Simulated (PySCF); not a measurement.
# Reproducing measurements on nitrosomethane

**What was measured.**

NIST CCCBDB Release 22 (SRD 101), experimental dipoles lists, for the gas: dipole moment (microwave Stark effect, vibrational ground state) 2.32 D.

The runs below try to reproduce these values; the comparison stands at the end.

Species: nitrosomethane, CH3NO.
Numbering: `[CH3:1][N:2]=[O:3]` (hydrogens: H4, H5, H6 on C1)

Cartesian coordinates in Å at the CAM-B3LYP/6-31+G* level; atoms count from 1:
```xyz
6
CH3NO angstrom
C     -0.420   -0.021   -0.089
N      0.908   -0.496    0.332
O      1.758    0.356    0.307
H     -1.102   -0.207    0.747
H     -0.737   -0.657   -0.922
H     -0.396    1.036   -0.368
```

The PySCF runs (gas phase, on this CAM-B3LYP/6-31+G* geometry; no spin–orbit coupling):

| level | job | basis functions | wall time |
| --- | --- | --- | --- |
| CAM-B3LYP/6-31+G*, grid level 1 | geometry optimisation from a GFN2-xTB start | 60 | 8.2 s |

Hardware: Intel Xeon Platinum 8488C, one thread (shared host).

All basis functions are spherical.

Results beside the measurements:

**Dipole moment.** Measured: 2.32 D (NIST CCCBDB Release 22 (SRD 101), experimental dipoles).

```csv
level,computed (D),computed − measured (D),% (from the printed values)
CAM-B3LYP/6-31+G*,2.65,+0.33,+14
```

The computed dipoles belong to one fixed geometry; measured ones are averaged over vibrations unless marked μe. Magnitudes are compared, not signs.

No measured geometry was used, and the causes of the misses weren't examined.
